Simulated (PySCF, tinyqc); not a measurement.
RHF in the sto-6g basis, for CH2, spin multiplicity 1, step by step. The lowest restricted solution is unstable here: a spin-polarised one lies 0.0423 hartree lower (PySCF). One step of it, computed by the program tinyqc.

Task: Iteration 2: building the Fock matrix. J_ij = sum D_kl (ij|kl), K_ij = sum D_kl (ik|jl); F = H + J - 0.5 K; E = tr D H + tr D J / 2 - 0.25 tr D K + E_nn.

D after iteration 1, order 1C 1s, 1C 2s, 1C 2px, 1C 2py, 1C 2pz, 2H 1s, 3H 1s:
```
[[2.130437, -0.543441, 0.000000, 0.000000, -0.008910, 0.021157, 0.021157],
 [-0.543441, 2.211664, 0.000000, 0.000000, 0.009176, -0.042085, -0.042085],
 [0.000000, 0.000000, 2.000000, 0.000000, 0.000000, 0.000000, 0.000000],
 [0.000000, 0.000000, 0.000000, 0.000000, 0.000000, 0.000000, 0.000000],
 [-0.008910, 0.009176, 0.000000, 0.000000, 1.990177, 0.010095, 0.010095],
 [0.021157, -0.042085, 0.000000, 0.000000, 0.010095, 0.000913, 0.000913],
 [0.021157, -0.042085, 0.000000, 0.000000, 0.010095, 0.000913, 0.000913]]
```

core Hamiltonian H = T + V (hartree), order 1C 1s, 1C 2s, 1C 2px, 1C 2py, 1C 2pz, 2H 1s, 3H 1s:
```
[[-18.935436, -4.353495, 0.000000, 0.000000, -0.018698, -1.239832, -1.239832],
 [-4.353495, -5.632159, 0.000000, 0.000000, -0.178305, -2.572723, -2.572723],
 [0.000000, 0.000000, -4.556269, 0.000000, 0.000000, 0.000000, 0.000000],
 [0.000000, 0.000000, 0.000000, -4.756989, 0.000000, -1.799188, 1.799188],
 [-0.018698, -0.178305, 0.000000, 0.000000, -4.622095, -1.074576, -1.074576],
 [-1.239832, -2.572723, 0.000000, -1.799188, -1.074576, -3.674371, -0.763184],
 [-1.239832, -2.572723, 0.000000, 1.799188, -1.074576, -0.763184, -3.674371]]
```

Two-electron integrals (ij|kl) in chemists' order, unique and non-zero (hartree):
```
(11|11) 3.543743    (21|11) 0.529462    (21|21) 0.100317    (22|11) 0.853596
(22|21) 0.199930    (22|22) 0.624844    (31|31) 0.021271    (32|31) 0.031868
(32|32) 0.138108    (33|11) 0.853598    (33|21) 0.199930    (33|22) 0.624843
(33|33) 0.673218    (41|41) 0.021271    (42|41) 0.031868    (42|42) 0.138108
(43|43) 0.036281    (44|11) 0.853598    (44|21) 0.199930    (44|22) 0.624843
(44|33) 0.600655    (44|44) 0.673218    (51|51) 0.021271    (52|51) 0.031868
(52|52) 0.138108    (53|53) 0.036281    (54|54) 0.036281    (55|11) 0.853598
(55|21) 0.199930    (55|22) 0.624843    (55|33) 0.600655    (55|44) 0.600655
(55|55) 0.673218    (61|11) 0.158172    (61|21) 0.028815    (61|22) 0.056382
(61|33) 0.056167    (61|41) 0.001633    (61|42) 0.003140    (61|44) 0.056651
(61|51) 0.000935    (61|52) 0.001798    (61|54) 0.000277    (61|55) 0.056326
(61|61) 0.008512    (62|11) 0.346799    (62|21) 0.082259    (62|22) 0.279311
(62|33) 0.273005    (62|41) 0.007222    (62|42) 0.046379    (62|44) 0.287250
(62|51) 0.004136    (62|52) 0.026560    (62|54) 0.008158    (62|55) 0.277677
(62|61) 0.024309    (62|62) 0.159125    (63|31) 0.009228    (63|32) 0.045979
(63|43) 0.009264    (63|53) 0.005305    (63|63) 0.020482    (64|11) 0.247447
(64|21) 0.059567    (64|22) 0.214248    (64|33) 0.203454    (64|41) 0.013798
(64|42) 0.079099    (64|44) 0.232415    (64|51) 0.002617    (64|52) 0.018967
(64|54) 0.011280    (64|55) 0.206875    (64|61) 0.018540    (64|62) 0.145217
(64|64) 0.150607    (65|11) 0.141705    (65|21) 0.034112    (65|22) 0.122693
(65|33) 0.116512    (65|41) 0.002617    (65|42) 0.018967    (65|44) 0.122486
(65|51) 0.010727    (65|52) 0.056841    (65|54) 0.012686    (65|55) 0.129081
(65|61) 0.010617    (65|62) 0.083161    (65|64) 0.074519    (65|65) 0.063156
(66|11) 0.485252    (66|21) 0.117350    (66|22) 0.448834    (66|33) 0.425033
(66|41) 0.013749    (66|42) 0.114738    (66|44) 0.478803    (66|51) 0.007874
(66|52) 0.065707    (66|54) 0.030792    (66|55) 0.442667    (66|61) 0.035400
(66|62) 0.315096    (66|64) 0.318866    (66|65) 0.182605    (66|66) 0.774999
(71|11) 0.158172    (71|21) 0.028815    (71|22) 0.056382    (71|33) 0.056167
(71|41) -0.001633   (71|42) -0.003140   (71|44) 0.056651    (71|51) 0.000935
(71|52) 0.001798    (71|54) -0.000277   (71|55) 0.056326    (71|61) 0.008239
(71|62) 0.022687    (71|64) 0.015560    (71|65) 0.009906    (71|66) 0.032089
(71|71) 0.008512    (72|11) 0.346799    (72|21) 0.082259    (72|22) 0.279311
(72|33) 0.273005    (72|41) -0.007222   (72|42) -0.046379   (72|44) 0.287250
(72|51) 0.004136    (72|52) 0.026560    (72|54) -0.008158   (72|55) 0.277677
(72|61) 0.022687    (72|62) 0.116064    (72|64) 0.075561    (72|65) 0.059005
(72|66) 0.181416    (72|71) 0.024309    (72|72) 0.159125    (73|31) 0.009228
(73|32) 0.045979    (73|43) -0.009264   (73|53) 0.005305    (73|63) 0.014035
(73|73) 0.020482    (74|11) -0.247447   (74|21) -0.059567   (74|22) -0.214248
(74|33) -0.203454   (74|41) 0.013798    (74|42) 0.079099    (74|44) -0.232415
(74|51) -0.002617   (74|52) -0.018967   (74|54) 0.011280    (74|55) -0.206875
(74|61) -0.015560   (74|62) -0.075561   (74|64) -0.036491   (74|65) -0.037594
(74|66) -0.107833   (74|71) -0.018540   (74|72) -0.145217   (74|74) 0.150607
(75|11) 0.141705    (75|21) 0.034112    (75|22) 0.122693    (75|33) 0.116512
(75|41) -0.002617   (75|42) -0.018967   (75|44) 0.122486    (75|51) 0.010727
(75|52) 0.056841    (75|54) -0.012686   (75|55) 0.129081    (75|61) 0.009906
(75|62) 0.059005    (75|64) 0.037594    (75|65) 0.043379    (75|66) 0.098251
(75|71) 0.010617    (75|72) 0.083161    (75|74) -0.074519   (75|75) 0.063156
(76|11) 0.095633    (76|21) 0.022713    (76|22) 0.079202    (76|33) 0.077276
(76|44) 0.079673    (76|51) 0.001925    (76|52) 0.012914    (76|55) 0.080656
(76|61) 0.006534    (76|62) 0.040393    (76|64) 0.031879    (76|65) 0.023215
(76|66) 0.074443    (76|71) 0.006534    (76|72) 0.040393    (76|74) -0.031879
(76|75) 0.023215    (76|76) 0.012353    (77|11) 0.485252    (77|21) 0.117350
(77|22) 0.448834    (77|33) 0.425033    (77|41) -0.013749   (77|42) -0.114738
(77|44) 0.478803    (77|51) 0.007874    (77|52) 0.065707    (77|54) -0.030792
(77|55) 0.442667    (77|61) 0.032089    (77|62) 0.181416    (77|64) 0.107833
(77|65) 0.098251    (77|66) 0.285230    (77|71) 0.035400    (77|72) 0.315096
(77|74) -0.318866   (77|75) 0.182605    (77|76) 0.074443    (77|77) 0.774999
```

nuclear repulsion = 6.26366339 hartree

Give: Coulomb J; exchange K; Fock matrix F; total energy of this density.

Result:

Coulomb J (hartree), order 1C 1s, 1C 2s, 1C 2px, 1C 2py, 1C 2pz, 2H 1s, 3H 1s:
```
[[12.230, 2.249, 0.000, 0.000, 0.000, 0.652, 0.652],
 [2.249, 5.440, 0.000, 0.000, 0.000, 2.348, 2.348],
 [0.000, 0.000, 5.489, 0.000, 0.000, 0.000, 0.000],
 [0.000, 0.000, 0.000, 5.342, 0.000, 1.741, -1.741],
 [0.000, 0.000, 0.000, 0.000, 5.489, 1.018, 1.018],
 [0.652, 2.348, 0.000, 1.741, 1.018, 3.599, 0.664],
 [0.652, 2.348, 0.000, -1.741, 1.018, 0.664, 3.599]]
```

exchange K (hartree), order 1C 1s, 1C 2s, 1C 2px, 1C 2py, 1C 2pz, 2H 1s, 3H 1s:
```
[[7.290, 1.183, 0.000, 0.000, -0.001, 0.359, 0.359],
 [1.183, 1.891, 0.000, 0.000, 0.001, 0.783, 0.783],
 [0.000, 0.000, 1.728, 0.000, 0.000, 0.000, 0.000],
 [0.000, 0.000, 0.000, 0.449, 0.000, 0.138, -0.138],
 [-0.001, 0.001, 0.000, 0.000, 1.725, 0.325, 0.325],
 [0.359, 0.783, 0.000, 0.138, 0.325, 0.489, 0.351],
 [0.359, 0.783, 0.000, -0.138, 0.325, 0.351, 0.489]]
```

Fock matrix F (hartree), order 1C 1s, 1C 2s, 1C 2px, 1C 2py, 1C 2pz, 2H 1s, 3H 1s:
```
[[-10.350, -2.696, 0.000, 0.000, -0.018, -0.767, -0.767],
 [-2.696, -1.138, 0.000, 0.000, -0.179, -0.616, -0.616],
 [0.000, 0.000, 0.069, 0.000, 0.000, 0.000, 0.000],
 [0.000, 0.000, 0.000, 0.361, 0.000, -0.127, 0.127],
 [-0.018, -0.179, 0.000, 0.000, 0.004, -0.219, -0.219],
 [-0.767, -0.616, 0.000, -0.127, -0.219, -0.320, -0.274],
 [-0.767, -0.616, 0.000, 0.127, -0.219, -0.274, -0.320]]
```

total energy of this density = -37.52021 hartree
